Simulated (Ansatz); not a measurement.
```yaml
atoms:
  - { symbol: C, position_ang: [0.0000, 0.0000, 0.1743] }
  - { symbol: H, position_ang: [0.0000, 0.8622, -0.5230] }
  - { symbol: H, position_ang: [0.0000, -0.8622, -0.5230] }
```

Basis set: pcseg-2 (spherical functions). Charge 0, multiplicity 1.

Computed with Ansatz (development build ahead of 0.2.0); each method stands on the lowest determinant of its kind that the runs found. Restricted functionals stand beside restricted open-shell atoms, which can lie above the unrestricted atoms usual in DFT and then raise those values.

The atomization energy at this shape (free ground-state atoms in the same class of orbitals less the molecule, no zero-point energy) of singlet CH₂:

| method | atomization energy |
| --- | --- |
| PBE0 (restricted) | 7.68 eV |

**Question.** What does PBE (restricted) give?

**Answer.** 7.77 eV. Caution: another spin multiplicity may lie lower.

The shape needn't be a minimum at these levels.
